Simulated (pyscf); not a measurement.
This saddle point was located with ωB97X-D3(BJ)/def2-SVP in PySCF.

```xyz
4

O     -0.1586    -0.2912     0.6361
Si    -1.5137    -0.4712    -0.1725
H     -0.4675    -1.5798    -0.1093
H     -2.5630     0.6299    -0.2411
```
Charge 0, spin multiplicity 1.

Surface: singlet, charge 0. Lowest wavenumbers (cm⁻¹): 1693i, 229, 786, 1113, 2058.

**Question.** Which two sides does it connect, and which bonds change?

**Answer.** O=SiH₂ (SMILES O=[SiH2]) ⇌ HO–SiH: (SMILES O[SiH]) [singlet], a hydrogen shift read from left to right: H–Si broken and H–O formed. At CCSD(T)/def2-TZVPP + ΔMP2(QZVPP) it lies +245.5 kJ/mol from the left side and +250.1 kJ/mol from the right (each side as separated species at their lowest minima found). This is the saddle that the search found; another between the same sides may lie lower. The CCSD(T) − MP2 part came from Ansatz, without density fitting, on the same reference.
